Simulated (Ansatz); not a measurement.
# doublet [SiH2]−: levels of theory compared

Wanted: a comparison of 6 runs (UHF/3-21G, UHF/aug-cc-pVTZ, U-r2SCAN0/aug-cc-pVTZ, U-wB97M-V/aug-cc-pVTZ, U-wB97X/aug-cc-pVTZ, UB3LYP/aug-cc-pVTZ) of doublet [SiH2]−. 

Program for the calculation: Ansatz 0.2.0.

32 further runs of the same task are left out: 32 set aside as unsound or not needed.

### 1 Starting point

[SiH2]− has 3 atoms, charge -1, and is taken as a doublet. SMILES of the parent species: `[SiH2]`. The shape is that of a PBE0-D4/def2-TZVP optimisation. That shape belongs to the parent species and isn't relaxed for this state.

Bond lengths: Si1–H2 1.525 Å, Si1–H3 1.525 Å. Angles: H2–Si1–H3 91.2°.

### 2 A single-point energy at UHF/3-21G (run 1)

File molecule.yaml:

```yaml
basis:
  gaussian: {orbitals: 3-21G.json}
crystal:
  periodic: [false, false, false]
  atoms:
    - {symbol: Si, position_ang: [-0.491200, 0.468600, -0.213600]}
    - {symbol: H, position_ang: [0.840300, 0.578600, 0.522500]}
    - {symbol: H, position_ang: [-0.349100, -1.047200, -0.308900]}
magnetization: {spin_polarized: true, initial_magnetization: 1}
hamiltonian: {xc: hf}
accuracy: high
total_charge: -1
output: {orbitals: {seedname: orbitals}}
```

The basis set 3-21G is read from a file made from the Basis Set Exchange's data (not shown).

The run is started by

```console
$ ansatz run molecule.yaml --threads 1 --pin off --max-ram 3480MiB --events-out events.jsonl --progress --plain --runs-dir runs
```

The program printed:

```text
Warning: RAYON_NUM_THREADS=1 ignored (pool sized by the plan → 1); use --threads N
Functional definition: HF
  name "HF"
  exchange = exact_x
  correlation = 0
330 factors; integrals over basis functions are off by at most 2.8e-9 eV
mean field evaluation 1: about -7850.0199 eV, gradient 5.7e0 eV
mean field evaluation 2: about -7850.0204 eV, gradient 5.6e0 eV
mean field evaluation 4: about -7850.3971 eV, gradient 4.9e-1 eV
mean field evaluation 8: about -7850.4029 eV, gradient 1.2e-2 eV
mean field -7850.40285760 eV, -288.4969838227 hartree, gradient 1.2e-8 eV, S^2 0.758058; 0 other end points of the search recorded, 0 dependent functions left out
reference -7850.40285760 eV, -288.4969838227 hartree; 9, 8 occupied and 8, 9 virtual orbitals, 330 factors
Total energy: -7850.40285760 eV, -288.4969838227 hartree
```

It took 0.1 s on 1 thread of Arm Neoverse V1, shared host.

### 3 The energy at UHF/aug-cc-pVTZ (run 2)

File run.yaml:

```yaml
crystal:
  periodic: [false, false, false]
  atoms:
    - {symbol: Si, position_ang: [-0.491200, 0.468600, -0.213600]}
    - {symbol: H, position_ang: [0.840300, 0.578600, 0.522500]}
    - {symbol: H, position_ang: [-0.349100, -1.047200, -0.308900]}
basis:
  gaussian:
    orbitals: aug-cc-pVTZ
total_charge: -1
magnetization:
  spin_polarized: true
  initial_magnetization: 1
hamiltonian:
  xc: hf
accuracy: high
output: {orbitals: {seedname: orbitals}}
```

The run is started by

```console
$ ansatz run run.yaml --threads 1 --pin off --max-ram 3480MiB --events-out events.jsonl --progress --plain --runs-dir runs
```

The program printed:

```text
Warning: RAYON_NUM_THREADS=1 ignored (pool sized by the plan → 1); use --threads N
[... 4 set-up lines as earlier in the session ...]
1418 factors; integrals over basis functions are off by at most 3.9e-9 eV
mean field evaluation 1: about -7891.8723 eV, gradient 7.4e0 eV
mean field evaluation 2: about -7891.8745 eV, gradient 7.4e0 eV
mean field evaluation 4: about -7892.6806 eV, gradient 1.2e0 eV
mean field evaluation 8: about -7892.7185 eV, gradient 2.4e-3 eV
mean field evaluation 16: about -7888.1404 eV, gradient 8.5e0 eV
mean field -7892.71853018 eV, -290.0520561073 hartree, gradient 1.4e-8 eV, S^2 0.775425; 0 other end points of the search recorded, 0 dependent functions left out
reference -7892.71853018 eV, -290.0520561073 hartree; 9, 8 occupied and 87, 88 virtual orbitals, 1418 factors
Total energy: -7892.71853018 eV, -290.0520561073 hartree
```

It took 2.4 s on 1 thread of Arm Neoverse V1, shared host; peak memory 0.19 GiB.

Runs 3 to 5 aren't shown in full; the table further down has their settings and results.

### 4 The energy at UB3LYP/aug-cc-pVTZ (run 6)

File molecule.yaml:

```yaml
crystal:
  periodic: [false, false, false]
  atoms:
    - {symbol: Si, position_ang: [-0.491200, 0.468600, -0.213600]}
    - {symbol: H, position_ang: [0.840300, 0.578600, 0.522500]}
    - {symbol: H, position_ang: [-0.349100, -1.047200, -0.308900]}
basis:
  gaussian:
    orbitals: aug-cc-pVTZ
total_charge: -1
magnetization:
  spin_polarized: true
  initial_magnetization: 1
hamiltonian:
  xc: {name: B3LYP}
accuracy: high
output: {orbitals: {seedname: orbitals}}
```

The run is started by

```console
$ ansatz run molecule.yaml --threads 1 --pin off --max-ram 3480MiB --events-out events.jsonl --progress --plain --runs-dir runs
```

The program printed:

```text
Warning: RAYON_NUM_THREADS=1 ignored (pool sized by the plan → 1); use --threads N
Functional definition: B3LYP
  name "B3LYP"
  parameter a0 = 0.2
  parameter ax = 0.72
  parameter ac = 0.81
  exchange = (1 - a0 - ax)*slater_x + ax*b88_x + a0*exact_x
  correlation = (1 - ac)*vwn_rpa_c + ac*lyp_c
1418 factors; integrals over basis functions are off by at most 3.9e-9 eV
mean field evaluation 1: about -7909.7674 eV, gradient 6.1e0 eV
mean field evaluation 2: about -7909.8830 eV, gradient 4.1e0 eV
mean field evaluation 4: about -7909.9916 eV, gradient 2.0e-1 eV
mean field evaluation 8: about -7910.0010 eV, gradient 1.4e-2 eV
mean field evaluation 16: about -7910.0010 eV, gradient 9.9e-6 eV
mean field -7910.00098526 eV, -290.6871746170 hartree, gradient 6.3e-8 eV, S^2 0.755223; 0 other end points of the search recorded, 0 dependent functions left out
reference -7910.00101027 eV, -290.6871755362 hartree; 9, 8 occupied and 87, 88 virtual orbitals, 1418 factors
Total energy: -7910.00101027 eV, -290.6871755362 hartree
```

It took 6.6 s on 1 thread of Arm Neoverse V1, shared host; peak memory 0.24 GiB.

### 5 Overview of the runs

```
run                  level  energy (Eh)  HOMO energy (eV)  LUMO energy (eV)   ⟨S²⟩  wall time
  1              UHF/3-21G  -288.496984             -0.85              8.21  0.758      0.1 s
  2        UHF/aug-cc-pVTZ  -290.052056             -1.27              4.02  0.775      2.4 s
  3  U-r2SCAN0/aug-cc-pVTZ  -290.628421              0.48              3.45  0.763       13 s
  4  U-wB97M-V/aug-cc-pVTZ  -290.627728             -0.83              3.53  0.753       45 s
  5    U-wB97X/aug-cc-pVTZ  -290.648478             -1.17              4.19  0.756       28 s
  6     UB3LYP/aug-cc-pVTZ  -290.687176              0.93              2.97  0.755      6.6 s
```

### 6 Outcome

```
                                 quantity          value
                      run 6: total energy  -290.68718 Eh
run 6: HOMO energy (highest over α and β)        0.93 eV
 run 6: LUMO energy (lowest over α and β)        2.97 eV
                              run 6: ⟨S²⟩          0.755
```

Totals of different functionals can't be ranked against each other. In runs 3, 6 the HOMO lies above zero, so the outermost electron may be held by the basis alone. All runs together took 95 s, the longest 45 s.
